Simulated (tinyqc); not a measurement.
Inside a calculation. Method: CIS and TDHF on RHF in the sto-3g basis, for HF, spin multiplicity 1. One step of it, computed by the program tinyqc.

Question. TDHF (RPA) singlet states. B(ia,jb) = 2 (ia|jb) - (ib|ja); the squared energies are the eigenvalues of (A - B)(A + B); 1 hartree = 27.211386 eV.

CIS matrix A, singlet (hartree), order 1>6, 2>6, 3>6, 4>6, 5>6:
$$\begin{pmatrix}
25.595913 & 0.043360 & -0.025618 & 0.000000 & 0.000000 \\
0.043360 & 1.470053 & 0.038507 & 0.000000 & 0.000000 \\
-0.025618 & 0.038507 & 0.785228 & 0.000000 & 0.000000 \\
0.000000 & 0.000000 & 0.000000 & 0.389038 & 0.000000 \\
0.000000 & 0.000000 & 0.000000 & 0.000000 & 0.389038
\end{pmatrix}$$

Two-electron integrals over orbitals (pq|rs), unique and non-zero (hartree):
```
(11|11) 5.363316    (21|11) -0.511947   (21|21) 0.077161    (22|11) 1.212835
(22|21) -0.021081   (22|22) 0.860430    (31|11) 0.138399    (31|21) -0.019572
(31|22) 0.010491    (31|31) 0.020639    (32|11) -0.139715   (32|21) 0.007278
(32|22) -0.033527   (32|31) 0.020821    (32|32) 0.151172    (33|11) 0.957471
(33|21) -0.009885   (33|22) 0.733315    (33|31) -0.004019   (33|32) -0.034053
(33|33) 0.730188    (41|41) 0.029575    (42|41) 0.039506    (42|42) 0.184389
(43|41) -0.009781   (43|42) -0.037542   (43|43) 0.042703    (44|11) 1.264014
(44|21) -0.014703   (44|22) 0.884663    (44|31) 0.004042    (44|32) -0.075618
(44|33) 0.725816    (44|44) 0.997514    (51|51) 0.029575    (52|51) 0.039506
(52|52) 0.184389    (53|51) -0.009781   (53|52) -0.037542   (53|53) 0.042703
(54|54) 0.053770    (55|11) 1.264014    (55|21) -0.014703   (55|22) 0.884663
(55|31) 0.004042    (55|32) -0.075618   (55|33) 0.725816    (55|44) 0.889973
(55|55) 0.997514    (61|11) 0.144133    (61|21) -0.023265   (61|22) 0.001496
(61|31) -0.010107   (61|32) -0.024537   (61|33) 0.009633    (61|44) 0.004036
(61|55) 0.004036    (61|61) 0.023387    (62|11) -0.210555   (62|21) 0.004959
(62|22) -0.113938   (62|31) -0.020110   (62|32) -0.058617   (62|33) -0.030028
(62|44) -0.111789   (62|55) -0.111789   (62|61) 0.017131    (62|62) 0.094054
(63|11) -0.382049   (63|21) 0.006563    (63|22) -0.193114   (63|31) 0.001935
(63|32) 0.092390    (63|33) -0.111994   (63|44) -0.215320   (63|55) -0.215320
(63|61) -0.005950   (63|62) 0.050119    (63|63) 0.197808    (64|41) -0.009321
(64|42) -0.037374   (64|43) -0.017902   (64|64) 0.030589    (65|51) -0.009321
(65|52) -0.037374   (65|53) -0.017902   (65|65) 0.030589    (66|11) 0.870625
(66|21) -0.009098   (66|22) 0.666007    (66|31) 0.013718    (66|32) 0.061730
(66|33) 0.665145    (66|44) 0.642448    (66|55) 0.642448    (66|61) -0.008932
(66|62) -0.062801   (66|63) -0.018716   (66|66) 0.702106
```

Give: TDHF matrix B, singlet; squared energies w^2; TDHF energies from the positive w^2.

Answer.

TDHF matrix B, singlet (hartree), order 1>6, 2>6, 3>6, 4>6, 5>6:
$$\begin{pmatrix}
0.0234 & 0.0171 & -0.0059 & 0.0000 & 0.0000 \\
0.0171 & 0.0941 & 0.0501 & 0.0000 & 0.0000 \\
-0.0059 & 0.0501 & 0.1978 & 0.0000 & 0.0000 \\
0.0000 & 0.0000 & 0.0000 & 0.0306 & 0.0000 \\
0.0000 & 0.0000 & 0.0000 & 0.0000 & 0.0306
\end{pmatrix}$$

squared energies w^2 (hartree^2): [0.1504, 0.1504, 0.5740, 2.1533, 655.1549]

TDHF energies from the positive w^2 (eV): [10.5535, 10.5535, 20.6162, 39.9305, 696.5025]
